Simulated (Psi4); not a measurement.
**SiNH4 (SMILES [NH][SiH3]): U-revPBE/def2-TZVP**

Aim: the energy change on altering one bond length of SiNH4 at U-revPBE/def2-TZVP, from 2 runs. 

The calculation is run with Psi4 1.11.

2 further runs of the same task are left out: 2 set aside as unsound or not needed.

## Step 1: The molecule

The species is SiNH4 (6 atoms), meant as a doublet with charge 0. SMILES: `[NH][SiH3]`. The shape is that of a PBE0-D4/def2-TZVP optimisation.

Bond lengths: N1–Si2 1.753 Å, N1–H3 1.023 Å, Si2–H4 1.491 Å, Si2–H5 1.491 Å, Si2–H6 1.481 Å. Angles: N1–Si2–H4 110.8°, N1–Si2–H5 109.1°, N1–Si2–H6 109.3°, Si2–N1–H3 111.9°, H4–Si2–H5 108.6°, H4–Si2–H6 109.5°, H5–Si2–H6 109.5°.

## Step 2: Energy and gradient at U-revPBE/def2-TZVP

Contents of h4nsi.in:

```
memory 2.2 GB

molecule {
  0 2
  N      0.592100    -0.835200     0.909500
  Si    -0.203700     0.347600    -0.110000
  H      0.922800    -1.640700     0.372700
  H     -1.310600    -0.282300    -0.885500
  H      0.789500     0.911800    -1.068900
  H     -0.748100     1.434800     0.736200
  symmetry c1
}

set {
  basis def2-TZVP
  reference uks
  puream true
  e_convergence 1e-09
  d_convergence 1e-08
  scf_type pk
  dft_radial_points 99
  dft_spherical_points 590
  maxiter 100
}

e, wfn = gradient('revpbe', return_wfn=True)
oeprop(wfn, 'WIBERG_LOWDIN_INDICES', 'QUADRUPOLE', 'LOWDIN_CHARGES')
```

On the command line:

```
$ psi4 -n 1 h4nsi.in h4nsi.out
```

h4nsi.out:

```text
[...]
  Running in c1 symmetry.
[...]
  Nuclear repulsion =   56.674425113493072
[...]
  Multiplicity = 2
[...]
  Nalpha       = 13
  Nbeta        = 12
[...]
    Number of basis functions: 92
[...]
   @UKS iter   1:  -346.25831975464871   -2.12038e-01   8.59462e-03 DIIS/ADIIS
[...]
   @UKS iter  13:  -346.53886659727550   -6.48015e-12   8.29487e-09 DIIS
[...]
   @S^2 Observed:                7.532880496E-01
[...]
    Orbital Energies [Eh]
    ---------------------
    Alpha Occupied:
       1A    -65.423457     2A    -14.017939     3A     -5.061298
       4A     -3.466309     5A     -3.465694     6A     -3.464820
       7A     -0.765451     8A     -0.488504     9A     -0.386279
      10A     -0.337378    11A     -0.316918    12A     -0.263041
      13A     -0.255854
    Alpha Virtual:
      14A     -0.019726    15A      0.029991    16A      0.034053
      17A      0.042422    18A      0.056316    19A      0.137921
      20A      0.143959    21A      0.186248    22A      0.199219
      23A      0.202239    24A      0.229631    25A      0.263044
[...]
  @UKS Final Energy:  -346.53886659727550
   => Energetics <=
    Nuclear Repulsion Energy =             56.6744251134930721
    One-Electron Energy =                -590.4715292256255452
    Two-Electron Energy =                 216.4598844340129631
    DFT Exchange-Correlation Energy =     -29.2016469191559587
    Empirical Dispersion Energy =           0.0000000000000000
    VV10 Nonlocal Energy =                  0.0000000000000000
    Total Energy =                       -346.5388665972755007
[...]
  -Total Gradient:
     Atom            X                  Y                   Z
    ------   -----------------  -----------------  -----------------
       1       -0.000919102032    -0.001473777900    -0.008991703535
       2        0.001283207510    -0.001090938744     0.000209678678
       3       -0.002568303353     0.006284301690     0.004344786326
       4        0.003420452890     0.001316321261     0.002996871301
       5       -0.002649522798    -0.002008700522     0.003437312075
       6        0.001432736087    -0.003026609339    -0.001997960034
[...]
 Multipole Moments:
 ------------------------------------------------------------------------------------
     Multipole            Electronic (a.u.)      Nuclear  (a.u.)        Total (a.u.)
 ------------------------------------------------------------------------------------
 L = 1.  Multiply by 2.5417464519 to convert [e a0] to [Debye]
 Dipole X            :          0.5003790           -0.5146409           -0.0142619
 Dipole Y            :         -0.6769673            0.5335579           -0.1434094
 Dipole Z            :          0.9931058           -1.5189854           -0.5258797
 Magnitude           :                                                    0.5452697
 L = 2.  Multiply by 1.3450342976 to convert [e a0^2] to [Debye ang]
 Quadrupole XX       :        -39.9372086           24.1201031          -15.8171055
 Quadrupole XY       :         20.6649539          -21.1853882           -0.5204343
[...]
```

It took 51 s on 1 thread of Intel Xeon Platinum 8175M at 2.50GHz (Skylake/Cascade Lake), shared host; peak memory 1.2 GiB.

## Step 3: The distorted shape: the energy at U-revPBE/def2-TZVP

Contents of calc.in:

```
memory 2.2 GB

molecule molecule1 {
  0 2
  N
  Si 1 R2
  H 1 R3 2 A3
  H 2 R4 1 A4 3 D4
  H 2 R5 4 A5 1 D5
  H 2 R6 4 A6 5 D6

  R2 = 1.752625
  R3 = 2.250401
  A3 = 111.89877
  R4 = 1.491108
  A4 = 110.76314
  D4 = 54.98538
  R5 = 1.491394
  A5 = 108.64961
  D5 = 119.7997
  R6 = 1.481361
  A6 = 109.53092
  D6 = 119.61475
  symmetry c1
  no_reorient
  no_com
}

set reference uks
set puream true
set e_convergence 1e-09
set d_convergence 1e-08
set scf_type pk
set dft_radial_points 99
set dft_spherical_points 590
set maxiter 100

energy("revpbe/def2-TZVP")
print_variables()
```

On the command line:

```
$ psi4 calc.in calc.out -n 1
```

calc.out:

```text
[...]
  Running in c1 symmetry.
[...]
  Nuclear repulsion =   53.647399095084708
[...]
  Multiplicity = 2
[...]
  Nalpha       = 13
  Nbeta        = 12
[...]
    Number of basis functions: 92
[...]
   @UKS iter   1:  -345.87201369363532   -4.02232e-02   9.16079e-03 DIIS/ADIIS
[...]
   @UKS iter  20:  -346.39271674221345   -1.13687e-12   3.15090e-09 DIIS
[...]
   @S^2 Observed:                1.484261680E+00
[...]
    Orbital Energies [Eh]
    ---------------------
    Alpha Occupied:
       1A    -65.426630     2A    -14.054260     3A     -5.065903
       4A     -3.470516     5A     -3.469967     6A     -3.469814
       7A     -0.738380     8A     -0.474090     9A     -0.344492
      10A     -0.342496    11A     -0.294471    12A     -0.268435
      13A     -0.267880
    Alpha Virtual:
      14A     -0.105264    15A     -0.011335    16A      0.027274
      17A      0.030663    18A      0.037237    19A      0.135204
      20A      0.138335    21A      0.193555    22A      0.195277
      23A      0.197360    24A      0.204325    25A      0.261034
[...]
  @UKS Final Energy:  -346.39271674221345
   => Energetics <=
    Nuclear Repulsion Energy =             53.6473990950847082
    One-Electron Energy =                -584.3237165445220853
    Two-Electron Energy =                 213.3622661713644106
    DFT Exchange-Correlation Energy =     -29.0786654641404638
    Empirical Dispersion Energy =           0.0000000000000000
    VV10 Nonlocal Energy =                  0.0000000000000000
    Total Energy =                       -346.3927167422134517
[...]
 Multipole Moments:
 ------------------------------------------------------------------------------------
     Multipole            Electronic (a.u.)      Nuclear  (a.u.)        Total (a.u.)
 ------------------------------------------------------------------------------------
 L = 1.  Multiply by 2.5417464519 to convert [e a0] to [Debye]
 Dipole X            :         -0.0315341            0.0228268           -0.0087073
 Dipole Y            :         -1.6245936            1.7945103            0.1699167
 Dipole Z            :         -0.5978192            1.0859610            0.4881419
 Magnitude           :                                                    0.5169429
[...]
```

It took 56 s on 1 thread of Intel Xeon Platinum 8175M at 2.50GHz (Skylake/Cascade Lake), shared host; peak memory 1.1 GiB.

## Step 4: Summary of results

Level: U-revPBE/def2-TZVP.

```
                                                         quantity          value
                                        first shape: total energy  -346.53887 Eh
                                       first shape: dipole moment         1.39 D
                  first shape: HOMO energy (highest over α and β)       -6.52 eV
                   first shape: LUMO energy (lowest over α and β)       -4.78 eV
                                                first shape: ⟨S²⟩          0.753
                            first shape: largest force on an atom     0.471 eV/Å
                                    distorted shape: total energy  -346.39272 Eh
                                   distorted shape: dipole moment         1.31 D
              distorted shape: HOMO energy (highest over α and β)       -6.82 eV
               distorted shape: LUMO energy (lowest over α and β)       -4.52 eV
                                            distorted shape: ⟨S²⟩          1.484
energy change with the N1–H3 bond stretched from 1.023 to 2.250 Å       3.977 eV
```

What this shows: With the N1–H3 bond stretched from 1.023 to 2.250 Å the energy rises by 3.98 eV (384 kJ/mol). The first shape isn't relaxed at this level, so the change isn't measured from a minimum. The largest force (first shape) is 0.47 eV/Å: the shape isn't a stationary point for this species at this level. ⟨S²⟩ (distorted shape) is 1.48 where a pure doublet has 0.75: the reference is spin-contaminated.
